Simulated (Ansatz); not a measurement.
Ideal-gas functions of B2H6Si, SMILES `BB[SiH3]` at 298.15 K and 1 bar, from an Ansatz frequency run at PBE0-D4/def2-TZVP.

Molar mass 55.76 g/mol, point group Cs (symmetry number 1), electronic degeneracy 1, moments of inertia 19.634, 108.382, 117.928 u Å². Harmonic wavenumbers (cm⁻¹, unscaled): 67, 87, 310, 355, 474, 561, 587, 766, 820, 874, 926, 952, 953, 986, 1157, 2204, 2211, 2223, 2559, 2623, 2628.

Use S(trans) = R[1.5 ln M + 2.5 ln T − 1.1517]; rotational temperatures θ = 24.2544 K / I; S(rot) = R[ln(√π/σ · √(T³/θAθBθC)) + 1.5]; for each mode x = 1.438777 ν̃/T, S = R[x/(eˣ − 1) − ln(1 − e⁻ˣ)] and H = RT x/(eˣ − 1); 1 cm⁻¹ = 0.0119627 kJ/mol; R = 8.31446 J/(mol·K).

Q: By hand: the entropy, in J/(mol·K).

A: Translation 159.0. Rotation: θ = 1.2353, 0.2238, 0.2057 K, giving 100.2. Vibration, mode by mode: 17.74, 15.59, 5.70, 4.79, 3.04, 2.18, 1.98, 0.99, 0.80, 0.65, 0.53, 0.47, 0.47, 0.41, 0.21, 0.00, 0.00, 0.00, 0.00, 0.00, 0.00, in all 55.6. Electronic 0.0. Sum 314.8 J/(mol·K).

Q: By hand: H − E and G − E in kJ/mol, counted from the electronic energy.

A: Zero-point energy ½ × 24323 × 0.0119627 = 145.5; thermal vibration 8.8; translation, rotation and pV give 4 RT = 9.9. H − E = 164.2 kJ/mol, and G − E = 164.2 − 298.15 × 314.8/1000 = 70.3 kJ/mol.

Vibration gives 18 % of the entropy, 33.3 J/(mol·K) of it from the modes under 150 cm⁻¹: soft modes count most, and the harmonic formula is weakest for them.
